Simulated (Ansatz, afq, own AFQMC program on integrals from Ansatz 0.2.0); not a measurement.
**Atomization energy of BH₃, triplet, worked out**

```csv
atom,x (Å),y (Å),z (Å)
B,-0.1149,0.0000,0.0891
H,0.3114,0.5391,-0.9919
H,0.6095,0.0000,1.0286
H,0.3113,-0.5391,-0.9919
```

Basis cc-pVDZ. Only valence electrons are correlated. Ansatz 0.2.0 and our own AFQMC program on the same integrals; the CISD trial comes from CCSD amplitudes, and released means the phaseless constraint is let go. ± is one standard error of the sampling.

Total energies in eV. CBS is CCSD(T) at the limit of def2-TZVPP/QZVPP (extrapolated itself); the highest rung of each member is named.

Cautions: BH₃ (triplet): lower spins were not checked.

```tsv
member	count	CCSD(T)/cc-pVDZ	highest rung in cc-pVDZ	which	CCSD(T)/CBS
B (doublet)	+1	-669.1119	-669.1218	FCI	-669.4648
H (doublet)	+3	-13.5861	-13.5861	FCI	-13.6059
BH₃, triplet	-1	-717.5456	-717.5607	FCI	-718.6005
```

Problem. Work out the best estimate of the atomization energy: the CCSD(T)/CBS difference plus the step from CCSD(T) to the highest rung.

Solution. Sums with the counts: CCSD(T)/CBS 8.3180 eV, highest rung 7.6806 eV, CCSD(T)/cc-pVDZ 7.6754 eV. The step is 7.6806 − 7.6754 = 0.0052 eV, so the best estimate is 8.3180 + (0.0052) = 8.3232 eV = 191.9 kcal/mol. The basis set is worth 0.643 eV of it. Zero-point, core-correlation and spin–orbit terms aren't in it.

Best estimates are given only where the step beyond CCSD(T) is under 0.3 eV and no member's determinant is very poor (T1 over 0.05, or 0.07 for open shells, ⟨S²⟩ too high by 0.3, two states mixed), so the hardest cases are missing from such tables.

Each member of a difference takes its own highest rung, so a best estimate needn't equal the limit plus the step of one row.
